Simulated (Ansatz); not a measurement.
System: rock-salt BaS. Method: PBE+SOC in Ansatz (plane waves, PAW).

Numerical settings: plane-wave cutoff 520 eV, 10×10×10 k mesh, Fermi–Dirac smearing 0.01 eV, PAW data made under PBE.

The volume scan:

```tsv
V (Å³/atom)	E − E_lowest (meV/atom)	P (GPa)
31.206	17.43	2.967
31.870	7.46	1.868
32.534	1.80	0.883
33.198	0.00	0.000
33.862	1.67	-0.791
34.526	6.44	-1.500
35.190	14.00	-2.136
```

**Question.** Estimate the bulk modulus from the pressures at 32.534 and 33.862 Å³/atom, and compare it with a fit to all energies.

**Answer.** B = −V dP/dV. Between V = 32.534 and 33.862 Å³/atom, dP/dV = (-0.791 − (0.883))/(33.862 − 32.534) = -1.26 GPa per Å³/atom; at the midpoint 33.198 Å³/atom this gives B ≈ 41.8 GPa. The third-order Birch–Murnaghan fit gives V0 = 33.199 Å³/atom, B0 = 41.8 GPa, B′ = 4.5, which lies within 1 % of that estimate.

Measured, for comparison: equilibrium volume per atom 32.60 Å³/atom (room temperature, not corrected to a static lattice; as tabulated in Lucero et al. (2012), arXiv:1111.4515). Computed (rounded) less measured: equilibrium volume per atom +1.8 %.

Computed values are for the static lattice.

It cost very roughly 3 core-minutes of CPU time.

Ansatz is an electronic-structure program.
